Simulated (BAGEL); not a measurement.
# SiHCl2 (SMILES Cl[SiH]Cl): UHF/6-31G(d) (density fitting with qzvpp-jkfit, spherical functions)

Aim: the vertical ionisation energy of SiHCl2 at UHF/6-31G* (density fitting with qzvpp-jkfit, spherical functions), from 2 runs. 

Program for the calculation: BAGEL 1.2.2.

6 further runs of the same task are left out: 4 that didn't finish, 2 set aside as unsound or not needed. Runs told in other sessions of the task aren't counted.

## 1. The system as given

SiHCl2: 4 atoms, total charge 0, spin state doublet. As SMILES, `Cl[SiH]Cl`. Geometry: relaxed at PBE0-D4/def2-TZVP.

Bond lengths: Cl1–Si2 2.047 Å, Si2–Cl3 2.047 Å, Si2–H4 1.488 Å. Angles: Cl1–Si2–Cl3 110.2°, Cl1–Si2–H4 108.0°, Cl3–Si2–H4 108.0°.

## 2. A single-point energy at UHF/6-31G(d) (density fitting with qzvpp-jkfit, spherical functions)

The input, hf.json:

```json
{ "bagel": [

{
  "title": "molecule",
  "basis": "6-31gs.json",
  "df_basis": "qzvpp-jkfit",
  "angstrom": "true",
  "geometry": [
    { "atom": "Cl", "xyz": [   -1.646600,    0.177800,    0.889400 ] },
    { "atom": "Si", "xyz": [    0.187600,   -0.414200,    0.200000 ] },
    { "atom": "Cl", "xyz": [    0.250900,   -0.281300,   -1.841700 ] },
    { "atom": "H", "xyz": [    1.208200,    0.517700,    0.752400 ] }
  ]
},
{
  "title": "uhf",
  "nopen": 1
},
{
  "title": "print",
  "file": "orbitals.molden",
  "orbitals": "true"
}

]}
```

The basis set 6-31G* is read from a file made from the Basis Set Exchange's data (not shown).

The run is started by

```sh
$ BAGEL_NUM_THREADS=1 BAGEL hf.json > hf.out
```

The log of the run:

```text
* using 1 threads per process

  ===============================================================
  ===============================================================

  *** Geometry ***

  { "atom" : "Cl", "xyz" : [     -3.111623,      0.335993,      1.680722 ] },
  { "atom" : "Si", "xyz" : [      0.354513,     -0.782725,      0.377945 ] },
  { "atom" : "Cl", "xyz" : [      0.474132,     -0.531580,     -3.480309 ] },
  { "atom" : "H", "xyz" : [      2.283167,      0.978311,      1.421830 ] },

  Number of auxiliary basis functions:      402

  Since a DF basis is specified, we compute 2- and 3-index integrals:
    o Being stored without compression. Storage requirement is 0.010 GB

  Number of basis functions:       56
  Number of electrons      :       49

    * METHOD: MOLECULE                             0.14

  *** Open-shell HF ***

  === Nuclear Repulsion ===
   179.8372231575

      * DIIS with orbital gradients will be used.

  === UHF iteration (6-31gs.json) ===
      0      -1208.43652852          0.02194619           0.06
      1      -1208.50125407          0.01001022           0.06
      2      -1208.51291074          0.00436445           0.06
      3      -1208.51521025          0.00096123           0.06
      4      -1208.51567211          0.00020892           0.06
      5      -1208.51570854          0.00007817           0.06
      6      -1208.51571845          0.00002460           0.06
      7      -1208.51572026          0.00001048           0.06
      8      -1208.51572078          0.00000300           0.06
      9      -1208.51572082          0.00000140           0.06
     10      -1208.51572083          0.00000066           0.06
     11      -1208.51572083          0.00000025           0.06
     12      -1208.51572083          0.00000011           0.06
     13      -1208.51572083          0.00000004           0.06
     14      -1208.51572083          0.00000002           0.06
     15      -1208.51572083          0.00000001           0.06
    * SCF iteration converged.

    * S^2 (UHF) is 0.7535

    * Permanent dipole moment:
           (   -0.555071,     0.251174,    -0.428015) a.u.

    * METHOD: UHF                                  1.07

    * METHOD: PRINT                                0.01

  ===============================================================
```

Run time: 1.4 s. Hardware: 1 thread of Arm Neoverse V1, shared host; peak memory 0.083 GiB.

## 3. The singlet cation at the same level

The input, calc.json:

```json
{ "bagel": [

{
  "title": "molecule",
  "basis": "6-31gs.json",
  "df_basis": "qzvpp-jkfit",
  "angstrom": "true",
  "geometry": [
    { "atom": "Cl", "xyz": [   -1.646600,    0.177800,    0.889400 ] },
    { "atom": "Si", "xyz": [    0.187600,   -0.414200,    0.200000 ] },
    { "atom": "Cl", "xyz": [    0.250900,   -0.281300,   -1.841700 ] },
    { "atom": "H", "xyz": [    1.208200,    0.517700,    0.752400 ] }
  ]
},
{ "title": "hf", "charge": 1 },
{ "title": "print", "file": "orbitals.molden", "orbitals": "true" }

]}
```

The basis set 6-31G* is read from a file made from the Basis Set Exchange's data (not shown).

The run is started by

```sh
$ BAGEL_NUM_THREADS=1 BAGEL calc.json > calc.out
```

The log of the run:

```text
* using 1 threads per process

  ===============================================================
  ===============================================================

  *** Geometry ***

  { "atom" : "Cl", "xyz" : [     -3.111623,      0.335993,      1.680722 ] },
  { "atom" : "Si", "xyz" : [      0.354513,     -0.782725,      0.377945 ] },
  { "atom" : "Cl", "xyz" : [      0.474132,     -0.531580,     -3.480309 ] },
  { "atom" : "H", "xyz" : [      2.283167,      0.978311,      1.421830 ] },

  Number of auxiliary basis functions:      402

  Since a DF basis is specified, we compute 2- and 3-index integrals:
    o Being stored without compression. Storage requirement is 0.010 GB

  Number of basis functions:       56
  Number of electrons      :       49

    * METHOD: MOLECULE                             0.14

  *** RHF ***

  === Nuclear Repulsion ===
   179.8372231575

      * DIIS with orbital gradients will be used.

  === RHF iteration (6-31gs.json) ===
      0      -1208.05169912          0.01642384           0.03
      1      -1208.14825872          0.00911965           0.03
      2      -1208.17953328          0.00110204           0.03
      3      -1208.18046074          0.00027533           0.03
      4      -1208.18052449          0.00009977           0.03
      5      -1208.18053725          0.00003825           0.03
      6      -1208.18053951          0.00001061           0.03
      7      -1208.18053969          0.00000312           0.03
      8      -1208.18053970          0.00000073           0.03
      9      -1208.18053970          0.00000024           0.03
     10      -1208.18053970          0.00000008           0.03
     11      -1208.18053970          0.00000003           0.03
     12      -1208.18053970          0.00000001           0.03
    * SCF iteration converged.

    * Permanent dipole moment:
           (   -1.261067,     0.791196,    -1.009300) a.u.

    * METHOD: HF                                   0.48

    * METHOD: PRINT                                0.01

  ===============================================================
```

Run time: 0.76 s. Hardware: 1 thread of Arm Neoverse V1, shared host; peak memory 0.083 GiB.

## 4. What came out

Level: UHF/6-31G* (density fitting with qzvpp-jkfit, spherical functions).

| quantity | value |
| --- | --- |
| doublet SiHCl2: total energy | -1208.51572 Eh |
| doublet SiHCl2: dipole moment | 1.89 D |
| doublet SiHCl2: ⟨S²⟩ | 0.753 |
| singlet cation: total energy | -1208.18054 Eh |
| singlet cation: HOMO energy | -18.75 eV |
| singlet cation: LUMO energy | -8.18 eV |
| singlet cation: HOMO–LUMO gap | 10.58 eV |
| vertical ionisation energy (to the singlet cation) | 9.121 eV |

What this shows: Removing an electron at fixed nuclei costs 9.12 eV (210 kcal/mol).
